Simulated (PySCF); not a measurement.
Delta-SCF ions had no search for a lower state. Excitations are Tamm–Dancoff values on a coarser integration grid. The basis has no diffuse functions, so Rydberg states are missing or too high.

Z-matrix (Å, degrees):
```
B
F 1 1.3112
F 1 1.3112 2 120.00
F 1 1.3112 2 120.00 3 180.00
```
Charge 0, multiplicity 1.

Give the HOMO–LUMO gap, vertical ionisation energy (Delta-SCF), T1 excitation (TDA), LUMO and HOMO at the level ωB97X-D3(BJ)/def2-TZVP // PBE0-D3(BJ)/def2-TZVP run with PySCF.


The HOMO–LUMO gap is 17.02 eV. The vertical ionisation energy (Delta-SCF) is 15.61 eV. The T1 excitation (TDA) is 10.79 eV, the LUMO is 2.16 eV and the HOMO is -14.85 eV.
